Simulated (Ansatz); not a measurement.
# C2H2N2: the cost of one run

All numbers are computed with the Python package of Ansatz 0.2.0. Level of theory: PBE0+D4/def2-SVP.

### 1 The system

Bond lengths: H1–N2 1.026 Å, N2–C3 1.287 Å, C3–C4 1.442 Å, C4–N5 1.162 Å, C3–H6 1.100 Å. Angles: H1–N2–C3 110.0°, N2–C3–C4 115.2°, N2–C3–H6 125.0°, C4–C3–H6 119.8°, C3–C4–N5 177.3°.

No structure file is read: the coordinates are typed or built in the script.

### 2 The script

opt_c2h2n2.py

```python
"""Geometry optimisation of C2H2N2."""

import itertools

import ansatz as az
from ase.data import atomic_numbers, covalent_radii
import numpy as np

GEOMETRY = """
H    -1.95780   -0.38130    0.11900
N    -1.02620   -0.65420   -0.21430
C    -0.15320    0.21470    0.15820
C     1.20100   -0.06040   -0.25220
N     2.30870   -0.23610   -0.55780
H    -0.37240    1.11720    0.74700
"""


def main() -> None:
    c2h2n2 = az.Crystal.molecule()
    for line in GEOMETRY.strip().splitlines():
        symbol, *xyz = line.split()
        c2h2n2 = c2h2n2.atom(symbol, [float(v) for v in xyz])

    base = c2h2n2.calculation()
    base = base.basis(gaussian="def2-SVP").functional("PBE0", dispersion="d4")
    symbols = [site.symbol for site in c2h2n2.cartesian_sites]
    start = np.array([site.position_ang for site in c2h2n2.cartesian_sites], dtype=float)
    def progress(event):
        if event["event"] == "relax_step":
            row = event["data"]
            print(f"step {row['step']:3d}  E = {row['lagrangian_ev']:.6f} eV  largest force component {row['allowed_force_max_ev_ang']:.4f} eV/A")


    report = base.relax(force_tolerance=0.005).session().plan().execute(on_event=progress).report
    end = np.array(report["positions_ang"])

    print(f"E = {report['free_energy_ev']:.6f} eV = {report['free_energy_ev'] / 27.211386246:.7f} Ha")
    print("converged:", report["converged"], " doubts:", report["published_state_doubts"] or "none")

    # pairs closer than 1.2 times the sum of covalent radii, before or after
    radius = [covalent_radii[atomic_numbers[s]] for s in symbols]
    span = lambda where, i, j: np.linalg.norm(where[i] - where[j])
    bonded = [(i, j) for i, j in itertools.combinations(range(len(symbols)), 2) if min(span(start, i, j), span(end, i, j)) < 1.2 * (radius[i] + radius[j])]
    print("pair        before    after (A)")
    for i, j in bonded:
        print(f"{symbols[i]}{i}-{symbols[j]}{j}".ljust(10), f"{span(start, i, j):8.4f} {span(end, i, j):8.4f}")


if __name__ == "__main__":
    main()
```

### 3 What the engine is handed

The engine receives this input:

```yaml
crystal:
  periodic: [false, false, false]
  atoms:
    - { symbol: H, position_ang: [-1.9578, -0.3813, 0.119] }
    - { symbol: "N", position_ang: [-1.0262, -0.6542, -0.2143] }
    - { symbol: C, position_ang: [-0.1532, 0.2147, 0.1582] }
    - { symbol: C, position_ang: [1.201, -0.0604, -0.2522] }
    - { symbol: "N", position_ang: [2.3087, -0.2361, -0.5578] }
    - { symbol: H, position_ang: [-0.3724, 1.1172, 0.747] }
basis:
  gaussian:
    orbitals: def2-SVP
hamiltonian:
  xc: pbe0
  dispersion: d4
relax:
  f_tol: 0.005
```

### 4 Launch

Run with:

```console
python opt_c2h2n2.py
```

**Question.** How long does this script take on 1 thread of Arm Neoverse V1, shared host, and how much memory does it need?

About 14 s, with a peak of 0.19 GiB.
